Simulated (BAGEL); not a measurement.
# SiH4O2 (SMILES O[SiH2]O) at HF/6-31G(d) (density fitting with cc-pvqz-jkfit, spherical functions)

Aim: the energy change on altering one bond length of SiH4O2 at HF/6-31G* (density fitting with cc-pvqz-jkfit, spherical functions), from 2 runs. 

Program for the calculation: BAGEL 1.2.2.

## Step 1: The system as given

SiH4O2 has 7 atoms, charge 0, and is taken as a singlet. As SMILES, `O[SiH2]O`. The shape is that of a PBE0-D4/def2-TZVP optimisation. This is one conformer, not always the lowest.

Bond lengths: O1–Si2 1.642 Å, Si2–O3 1.642 Å, O1–H4 0.958 Å, Si2–H5 1.481 Å, Si2–H6 1.481 Å, O3–H7 0.958 Å. Angles: O1–Si2–O3 113.5°, O1–Si2–H5 111.5°, O1–Si2–H6 103.9°, O3–Si2–H5 103.9°, O3–Si2–H6 111.5°, Si2–O1–H4 117.7°, Si2–O3–H7 117.7°, H5–Si2–H6 112.9°.

## Step 2: A single-point energy at HF/6-31G(d) (density fitting with cc-pvqz-jkfit, spherical functions)

Contents of input.json:

```json
{ "bagel": [

{
  "title": "molecule",
  "basis": "6-31gs.json",
  "df_basis": "cc-pvqz-jkfit",
  "angstrom": true,
  "geometry": [
    { "atom": "O", "xyz": [   -1.385150,   -0.243860,   -0.354380 ] },
    { "atom": "Si", "xyz": [    0.051410,    0.422210,    0.079240 ] },
    { "atom": "O", "xyz": [    1.274030,   -0.668570,    0.183160 ] },
    { "atom": "H", "xyz": [   -1.456660,   -0.615580,   -1.234790 ] },
    { "atom": "H", "xyz": [    0.526670,    1.393040,   -0.933360 ] },
    { "atom": "H", "xyz": [   -0.229300,    1.048860,    1.391580 ] },
    { "atom": "H", "xyz": [    1.219010,   -1.336090,    0.868560 ] }
  ]
},
{ "title": "hf" },
{ "title": "print", "file": "orbitals.molden", "orbitals": true }

]}
```

The basis set 6-31G* is read from a file made from the Basis Set Exchange's data (not shown).

The run is started by

```
$ BAGEL_NUM_THREADS=1 BAGEL input.json > input.out
```

The program printed:

```text
* using 1 threads per process

  ===============================================================
  ===============================================================

  *** Geometry ***

  { "atom" : "O", "xyz" : [     -2.617554,     -0.460829,     -0.669681 ] },
  { "atom" : "Si", "xyz" : [      0.097151,      0.797861,      0.149742 ] },
  { "atom" : "O", "xyz" : [      2.407568,     -1.263414,      0.346122 ] },
  { "atom" : "H", "xyz" : [     -2.752688,     -1.163278,     -2.333415 ] },
  { "atom" : "H", "xyz" : [      0.995262,      2.632464,     -1.763795 ] },
  { "atom" : "H", "xyz" : [     -0.433314,      1.982058,      2.629705 ] },
  { "atom" : "H", "xyz" : [      2.303595,     -2.524844,      1.641341 ] },

  Number of auxiliary basis functions:      564

  Since a DF basis is specified, we compute 2- and 3-index integrals:
    o Being stored without compression. Storage requirement is 0.013 GB

  Number of basis functions:       54
  Number of electrons      :       34

    * METHOD: MOLECULE                             0.36

  *** RHF ***

  === Nuclear Repulsion ===
   120.4739519771

      * DIIS with orbital gradients will be used.

  === RHF iteration (6-31gs.json) ===
      0       -440.78859071          0.03432406           0.05
      1       -440.94940560          0.02121058           0.04
      2       -441.04345227          0.00167335           0.04
      3       -441.04429255          0.00019549           0.04
      4       -441.04430708          0.00004390           0.04
      5       -441.04430808          0.00000811           0.04
      6       -441.04430812          0.00000185           0.04
      7       -441.04430812          0.00000024           0.04
      8       -441.04430812          0.00000007           0.05
      9       -441.04430812          0.00000002           0.04
     10       -441.04430812          0.00000001           0.04
    * SCF iteration converged.

    * Permanent dipole moment:
           (    0.048606,     0.399142,     0.074850) a.u.

    * METHOD: HF                                   0.59

    * METHOD: PRINT                                0.01

  ===============================================================
```

It took 1.2 s on 1 thread of Intel Xeon Platinum 8259CL at 2.50GHz (Skylake/Cascade Lake), shared host; peak memory 0.085 GiB.

## Step 3: The distorted shape at the same level

Contents of input.json:

```json
{ "bagel" : [

{
  "title" : "molecule",
  "basis" : "6-31gs.json",
  "df_basis" : "cc-pvqz-jkfit",
  "angstrom" : true,
  "geometry" : [
    { "atom" : "O", "xyz" : [   -3.109044,   -1.043154,   -0.874731 ] },
    { "atom" : "Si", "xyz" : [    0.051410,    0.422210,    0.079240 ] },
    { "atom" : "O", "xyz" : [    1.274030,   -0.668570,    0.183160 ] },
    { "atom" : "H", "xyz" : [   -3.180554,   -1.414874,   -1.755141 ] },
    { "atom" : "H", "xyz" : [    0.526670,    1.393040,   -0.933360 ] },
    { "atom" : "H", "xyz" : [   -0.229300,    1.048860,    1.391580 ] },
    { "atom" : "H", "xyz" : [    1.219010,   -1.336090,    0.868560 ] }
  ]
},
{ "title" : "hf" },
{ "title" : "print", "file" : "orbitals.molden", "orbitals" : true }

]}
```

The basis set 6-31G* is read from a file made from the Basis Set Exchange's data (not shown).

The run is started by

```
$ BAGEL_NUM_THREADS=1 BAGEL input.json > input.out
```

The program printed:

```text
* using 1 threads per process

  ===============================================================
  ===============================================================

  *** Geometry ***

  { "atom" : "O", "xyz" : [     -5.875242,     -1.971275,     -1.653002 ] },
  { "atom" : "Si", "xyz" : [      0.097151,      0.797861,      0.149742 ] },
  { "atom" : "O", "xyz" : [      2.407568,     -1.263414,      0.346122 ] },
  { "atom" : "H", "xyz" : [     -6.010376,     -2.673724,     -3.316736 ] },
  { "atom" : "H", "xyz" : [      0.995262,      2.632464,     -1.763795 ] },
  { "atom" : "H", "xyz" : [     -0.433314,      1.982058,      2.629705 ] },
  { "atom" : "H", "xyz" : [      2.303595,     -2.524844,      1.641341 ] },

  Number of auxiliary basis functions:      564

  Since a DF basis is specified, we compute 2- and 3-index integrals:
    o Being stored without compression. Storage requirement is 0.013 GB

  Number of basis functions:       54
  Number of electrons      :       34

    * METHOD: MOLECULE                             0.35

  *** RHF ***

  === Nuclear Repulsion ===
    91.8858472984

      * DIIS with orbital gradients will be used.

  === RHF iteration (6-31gs.json) ===
      0       -440.32648432          0.03920528           0.05
      1       -438.08126671          0.08245729           0.04
      2       -440.66937712          0.01541502           0.04
      3       -440.74440843          0.00441486           0.04
      4       -440.75616047          0.00215190           0.04
      5       -440.75894684          0.00191029           0.04
      6       -440.76025701          0.00077785           0.04
      7       -440.76055540          0.00011961           0.04
      8       -440.76056354          0.00004323           0.04
      9       -440.76056496          0.00001294           0.04
     10       -440.76056523          0.00000956           0.04
     11       -440.76056549          0.00000657           0.04
     12       -440.76056567          0.00000434           0.04
     13       -440.76056577          0.00000259           0.04
     14       -440.76056579          0.00000185           0.06
     15       -440.76056580          0.00000068           0.05
     16       -440.76056580          0.00000020           0.06
     17       -440.76056580          0.00000009           0.05
     18       -440.76056580          0.00000005           0.04
     19       -440.76056580          0.00000003           0.04
     20       -440.76056580          0.00000002           0.04
     21       -440.76056580          0.00000002           0.04
     22       -440.76056580          0.00000001           0.05
     23       -440.76056580          0.00000001           0.05
    * SCF iteration converged.

    * Permanent dipole moment:
           (   -2.383568,    -0.754912,    -0.810308) a.u.

    * METHOD: HF                                   1.22

    * METHOD: PRINT                                0.01

  ===============================================================
```

Run time: 1.8 s. Hardware: 1 thread of Intel Xeon Platinum 8259CL at 2.50GHz (Skylake/Cascade Lake), shared host; peak memory 0.085 GiB.

## Step 4: Outcome

At HF/6-31G* (density fitting with cc-pvqz-jkfit, spherical functions):

```
                                                          quantity          value
                                         first shape: total energy  -441.04431 Eh
                                        first shape: dipole moment         1.04 D
                                          first shape: HOMO energy      -12.47 eV
                                          first shape: LUMO energy        4.57 eV
                                        first shape: HOMO–LUMO gap       17.05 eV
                                     distorted shape: total energy  -440.76057 Eh
                                    distorted shape: dipole moment         6.68 D
                                      distorted shape: HOMO energy       -7.61 eV
                                      distorted shape: LUMO energy       -1.27 eV
                                    distorted shape: HOMO–LUMO gap        6.34 eV
energy change with the O1–Si2 bond stretched from 1.642 to 3.612 Å       7.721 eV
```

What this shows: One bond (distorted shape) is far stretched, which a spin-restricted single reference describes badly; a broken-symmetry solution may lie lower. With the O1–Si2 bond stretched from 1.642 to 3.612 Å the energy rises by 7.72 eV (178 kcal/mol). The first shape isn't relaxed at this level, so the change isn't measured from a minimum. A restricted reference can't describe the breaking bond well at this length.
